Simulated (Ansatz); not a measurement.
## A basis-limit estimate, worked out

An elementary step of BH₃S₂, singlet (BH₃S₂ ([SH][BH][SH]) → BHS ([BH][S]) + H₂S; B–S, S–H broken or loosened, S–H formed or tightened). “Start” and “end” are the PBE0-D4/def2-TZVP structures reached by relaxing down either side of its saddle point, with the molecules still in contact.

Computed with Ansatz 0.2.0 (basis: def2-TZVPP and def2-QZVPP); correlated methods freeze the cores.

Energies in eV:

| quantity | end | start |
| --- | --- | --- |
| Hartree–Fock, triple zeta (X = 3) | -22355.16739 | -22356.36354 |
| Hartree–Fock, quadruple zeta (X = 4) | -22355.80107 | -22357.00075 |
| MP2 correlation, X = 3 | -12.43304 | -12.48307 |
| MP2 correlation, X = 4 | -13.45070 | -13.51080 |
| CCSD(T) correlation, X = 3 | -14.30359 | -14.32435 |

**Question.** Work out the step energy at the basis limit: extrapolate Hartree–Fock as E(X) = E∞ + A exp(−7.88 √X) and the MP2 correlation as E(X) = E∞ + B X^−2.97 (the exponents that Neese and Valeev fitted for def2-TZVPP and QZVPP), then add CCSD(T) − MP2 in triple zeta.

**Answer.** Each step is linear, so take the differences first (end − start): Hartree–Fock 1.19615 (X = 3) and 1.19968 (X = 4); MP2 correlation 0.05003 and 0.06010; CCSD(T) correlation 0.02076.
Two points give E∞ = E(4) + w [E(4) − E(3)], with w = 1/(exp(7.88 (2 − √3)) − 1) = 0.1377 for Hartree–Fock and w = 1/((4/3)^2.97 − 1) = 0.7407 for the correlation.
Hartree–Fock: 1.19968 + 0.1377 × 0.00353 = 1.2002 eV.
MP2 correlation: 0.06010 + 0.7407 × 0.01007 = 0.0676 eV.
CCSD(T) − MP2: 0.02076 − 0.05003 = -0.0293 eV.
Sum: 1.2002 + 0.0676 + (-0.0293) = 1.2385 eV, or 28.56 kcal/mol. Plain CCSD(T) in triple zeta gives 1.2169 eV, so the larger basis shifts the result by 0.0216 eV.

The T1 diagnostic stays at or below 0.018.

Labels in which every atom is bracketed show which atoms are joined, not bond orders.

For scale, one of the runs: CCSD(T)/def2-TZVPP, 157 basis functions, launched by `ansatz run in.yaml --threads 2 --pin off --events-out ev --progress --plain --max-ram 4352MiB`. The run took 24 s on 2 CPU threads of an Arm Neoverse N1 (shared host), with 1 GiB of host memory at its peak.
